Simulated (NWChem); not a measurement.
Species: hydrogen fluoride (HF); SMILES F

Program: NWChem. The level has its own optimisation; frequencies are unscaled.

Q: What does the run give for PBE/def2-SVP? Quantities: r F–H (Å); highest harmonic frequency (cm⁻¹); zero-point energy (kcal/mol); dipole (D).

A: 
- r F–H (Å) = 0.932
- highest harmonic frequency (cm⁻¹) = 3967
- zero-point energy (kcal/mol) = 5.7
- dipole (D) = 1.81
